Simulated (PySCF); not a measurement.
## SiF⁺: one state, many levels of theory

State: ¹Σ⁺ (singlet), closed shell. Set-up: PySCF, no relativity, basis sets Si 6-31G(d,p), F 6-31G(d,p). De refers to Si⁺ + F in their high-spin ground configurations, without counterpoise correction. A positive dipole points towards F; it is taken about the centre of mass and depends on that origin.

```json
{"Level": "RHF", "Re (Å)": "1.535", "ωe (cm⁻¹)": "1102", "De (eV)": "4.68", "μ (D)": "-3.61"}
{"Level": "RHF-MP2", "Re (Å)": "1.561", "ωe (cm⁻¹)": "1050", "De (eV)": "6.71", "μ (D)": "n/a"}
{"Level": "RHF-SCS-MP2", "Re (Å)": "1.560", "ωe (cm⁻¹)": "1052", "De (eV)": "6.51", "μ (D)": "n/a"}
{"Level": "RHF-CCSD", "Re (Å)": "1.557", "ωe (cm⁻¹)": "1058", "De (eV)": "6.31", "μ (D)": "n/a"}
{"Level": "RHF-CCSD(T)", "Re (Å)": "1.561", "ωe (cm⁻¹)": "1044", "De (eV)": "6.41", "μ (D)": "n/a"}
{"Level": "PBE", "Re (Å)": "1.575", "ωe (cm⁻¹)": "988", "De (eV)": "7.04", "μ (D)": "-3.25"}
{"Level": "PBEsol", "Re (Å)": "1.569", "ωe (cm⁻¹)": "1002", "De (eV)": "7.38", "μ (D)": "-3.22"}
{"Level": "r²SCAN", "Re (Å)": "1.560", "ωe (cm⁻¹)": "1026", "De (eV)": "6.78", "μ (D)": "-3.26"}
{"Level": "PBE0", "Re (Å)": "1.556", "ωe (cm⁻¹)": "1039", "De (eV)": "6.60", "μ (D)": "-3.37"}
{"Level": "r²SCAN0", "Re (Å)": "1.548", "ωe (cm⁻¹)": "1059", "De (eV)": "6.43", "μ (D)": "-3.38"}
{"Level": "LC-ωPBE", "Re (Å)": "1.552", "ωe (cm⁻¹)": "1063", "De (eV)": "6.72", "μ (D)": "-3.28"}
{"Level": "B2PLYP", "Re (Å)": "1.560", "ωe (cm⁻¹)": "1032", "De (eV)": "6.63", "μ (D)": "-3.60"}
```

The bond length runs from 1.535 Å (RHF) to 1.575 Å (PBE). De spans 4.68 eV (RHF, mean field) to 7.38 eV (PBEsol, GGA). Correlation at CCSD(T) changes the Hartree–Fock bond energy by +1.73 eV; the triples alone change it by +0.10 eV.

Correlated steps freeze 6 core orbitals. Correlated levels converge slowly with the basis: in double zeta they bind strong bonds too weakly, by up to about 1 eV, and carry superposition errors of some tenths. For an ion De counts to the pair picked by the measured ionisation energies or electron affinities, which need not be the lowest pair at this level. Where the molecule has an RHF reference, its open-shell atoms are computed with UHF. B2PLYP dipoles, levels and charges come from its SCF part alone. The CCSD T1 diagnostic is raised, a sign that a single reference may not be enough here.
